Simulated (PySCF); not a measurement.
Species: CH5AlS.
SMILES: `C[S][AlH2]`

Computed, not measured: MP2 and CCSD/aug-cc-pVDZ in PySCF, restricted Hartree–Fock reference, frozen core, non-relativistic, gas phase, PBE0-D3(BJ)/def2-SVP geometry.

E(HF) = -680.25928 Eh.

Problem. How large is the problem?

Solution. 122 basis functions and 40 electrons; 11 orbitals frozen, which leaves o = 9 correlated occupied and v = 102 virtual orbitals. That is o·v = 918 singles and o·v(o·v + 1)/2 = 421821 distinct closed-shell doubles amplitudes before symmetry; the costliest CCSD step grows as o²v⁴ = 8.8 × 10^9.

Problem. What are the MP2 and CCSD correlation energies?

Solution. MP2 -0.3658 Eh and CCSD -0.4123 Eh, which gives totals of -680.62508 and -680.67158 Eh. That is 0.623 eV for each correlated electron at CCSD (1082 kJ/mol in all, 0.061 % of the total energy); MP2 gives 88.7 % of the CCSD value.

Problem. What is the T1 diagnostic?

Solution. 0.0119, below the customary warning level of 0.02. It is the norm of the spatial-orbital singles amplitudes over the root of the number of correlated electrons, so the norm is 0.050.

Problem. How does correlation change the dipole moment?

Solution. HF gives 1.61 D and CCSD (unrelaxed density) 1.44 D, a change of -0.17 D; the two vectors are 7° apart.

No triples correction and no basis-set extrapolation were made.

The job also held the EOM ionisation and excitation roots. Time: 6.8 min; peak memory 1.5 GiB. Hardware: Arm Neoverse V1, one thread, shared host with 32 logical CPUs at a one-minute load of 9.9.

One conformer stands for the species.
